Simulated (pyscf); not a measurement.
Thermochemistry of product channels of H₃C–C(F)(F)–F + Cl atom (Cl•) on the doublet surface, in kJ/mol, from ωB97M-D3(BJ)/def2-TZVP energies (ideal gas, 1 atm, RRHO with modes under 100 cm⁻¹ raised to 100, one conformer, R ln 2 for chiral ones without a mode under 150 cm⁻¹). Structures and frequencies: ωB97X-D3(BJ)/def2-SVP in PySCF.

| products | ΔE | ΔH(298 K) | ΔG(298 K) | ΔG(600 K) |
|---|---|---|---|---|
| •H₂C–C(F)(F)–F + hydrogen chloride (HCl) | … | +12.0 | -2.6 | -18.5 |
| •H₂C–C(F)(F)–Cl + hydrogen fluoride (HF) | … | +50.7 | +37.6 | +22.7 |

Complete the blanks.


- •H₂C–C(F)(F)–F + hydrogen chloride (HCl), ΔE: +29.6
- •H₂C–C(F)(F)–Cl + hydrogen fluoride (HF), ΔE: +65.5

The channel to •H₂C–C(F)(F)–Cl + HF turns favourable between 298 and 1200 K (ΔG from +37.6 kJ/mol to -9.6 kJ/mol).

These are energies of the channels, which say nothing of barriers. Left out: orbital degeneracy and the spin-orbit lowering of Cl.
